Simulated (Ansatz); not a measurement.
# BNH6 (B(NH3)H3) at CCSDT/STO-3G

What is the vertical singlet–triplet gap of BNH6 (B(NH3)H3) at CCSDT/STO-3G? 

Program for the calculation: Ansatz 0.2.0.

57 further runs of the same task are left out: 57 set aside as unsound or not needed.

### Step 1. The system as given

The species is BNH6 (8 atoms), meant as a singlet with charge 0. SMILES: `[H]B([H])([H])<-N`. Geometry: relaxed at GFN2-xTB.

Bond lengths: B1–N2 1.659 Å, N2–H3 1.013 Å, N2–H4 1.013 Å, N2–H5 1.013 Å, B1–H6 1.191 Å, B1–H7 1.191 Å, B1–H8 1.190 Å. Some angles: B1–N2–H3 108.6°, B1–N2–H4 108.6°, B1–N2–H5 108.6°, N2–B1–H6 105.5°, N2–B1–H7 105.6°, N2–B1–H8 105.6°, H3–N2–H4 110.3°, H3–N2–H5 110.4°, H4–N2–H5 110.3°, H6–B1–H7 113.1°.

### Step 2. A single-point energy at CCSDT/STO-3G

Contents of input.yaml:

```yaml
crystal:
  periodic: [false, false, false]
  atoms:
    - {symbol: B, position_ang: [-0.002200, 0.002970, -0.830690]}
    - {symbol: "N", position_ang: [0.002130, -0.003040, 0.827960]}
    - {symbol: H, position_ang: [-0.956060, 0.034440, 1.153510]}
    - {symbol: H, position_ang: [0.515830, 0.807160, 1.152720]}
    - {symbol: H, position_ang: [0.449590, -0.854150, 1.146140]}
    - {symbol: H, position_ang: [1.143350, -0.032090, -1.152840]}
    - {symbol: H, position_ang: [-0.545010, 1.015160, -1.144860]}
    - {symbol: H, position_ang: [-0.607620, -0.970450, -1.151930]}
basis:
  gaussian:
    orbitals: STO-3G
correlation:
  method: ccsdt
  frozen_orbitals: {B: 1, H: 0, "N": 1}
accuracy: high
scf:
  omitted_lower_state_checks: [cluster_reference, increment]
```

The run is started by

```console
$ ansatz run input.yaml --threads 1 --pin off --max-ram 2610MiB --events-out events.jsonl --progress --plain --runs-dir runs
```

What it wrote (excerpt; [...] marks lines left out):

```text
Warning: RAYON_NUM_THREADS=1 ignored (pool sized by the plan → 1); use --threads N
Functional definition: HF
  name "HF"
[...]
276 factors; integrals over basis functions are off by at most 1.2e-8 eV
[...]
mean field -2220.33026073 eV, -81.5956320878 hartree, gradient 1.9e-8 eV, S^2 0.000000; 0 other end points of the search recorded, 0 dependent functions left out
2 core orbitals not correlated: weight in the atoms' cores, before any rotation towards them, 1.000 or more for the frozen orbitals, at most 0.000 for the correlated occupied ones
reference -2220.33026073 eV, -81.5956320878 hartree; 7, 7 occupied and 7, 7 virtual orbitals, 276 factors
second order -2.67157284 eV of doubles, -0.00000000 eV of singles
cycle   1  -3.27809683 eV  change   -6.1e-1 eV  update   5.6e-2
[...]
cycle  18  -3.60644429 eV  change   4.8e-10 eV  update  3.3e-10
Total energy: -2223.93670502 eV, -81.7281664710 hartree
Checks for a lower state left out: cluster_reference, increment
```

It took 0.38 s on 1 thread of Arm Neoverse V1, shared host.

### Step 3. The triplet

Contents of in.yaml:

```yaml
crystal:
  periodic: [false, false, false]
  atoms:
    - {symbol: B, position_ang: [-0.002200, 0.002970, -0.830690]}
    - {symbol: "N", position_ang: [0.002130, -0.003040, 0.827960]}
    - {symbol: H, position_ang: [-0.956060, 0.034440, 1.153510]}
    - {symbol: H, position_ang: [0.515830, 0.807160, 1.152720]}
    - {symbol: H, position_ang: [0.449590, -0.854150, 1.146140]}
    - {symbol: H, position_ang: [1.143350, -0.032090, -1.152840]}
    - {symbol: H, position_ang: [-0.545010, 1.015160, -1.144860]}
    - {symbol: H, position_ang: [-0.607620, -0.970450, -1.151930]}
basis:
  gaussian:
    orbitals: STO-3G
magnetization:
  spin_polarized: true
  initial_magnetization: 2
correlation:
  method: ccsdt
  frozen_orbitals: {B: 1, H: 0, "N": 1}
accuracy: high
scf:
  omitted_lower_state_checks: [cluster_reference, increment]
```

The run is started by

```console
$ ansatz run in.yaml --threads 1 --pin off --max-ram 2610MiB --events-out events.jsonl --progress --plain --runs-dir runs
```

What it wrote:

```text
Warning: RAYON_NUM_THREADS=1 ignored (pool sized by the plan → 1); use --threads N
[... 14 lines left out ...]
2 core orbitals not correlated: weight in the atoms' cores, before any rotation towards them, 1.000 or more for the frozen orbitals, at most 0.000 for the correlated occupied ones
[... 81 lines left out ...]
Total energy: -2209.76336919 eV, -81.2073059863 hartree
Checks for a lower state left out: cluster_reference, increment
```

Wall time 2.3 s (1 thread of Arm Neoverse V1, shared host).

### Step 4. Results

Level: CCSDT/STO-3G, 2 core orbitals frozen.

```
                                            quantity         value
                               singlet: total energy  -81.72817 Eh
singlet: correlation energy (2 core orbitals frozen)    -132.5 mEh
                              singlet: T1 diagnostic         0.005
                               triplet: total energy  -81.20731 Eh
triplet: correlation energy (2 core orbitals frozen)    -126.2 mEh
          triplet: ⟨S²⟩ of the reference determinant         2.006
                              triplet: T1 diagnostic         0.041
    vertical energy of the triplet above the singlet     14.173 eV
```

In words: At this shape the triplet lies 14.17 eV (1368 kJ/mol) above the singlet. In a minimal basis such a difference can be off by several eV, whatever the method.
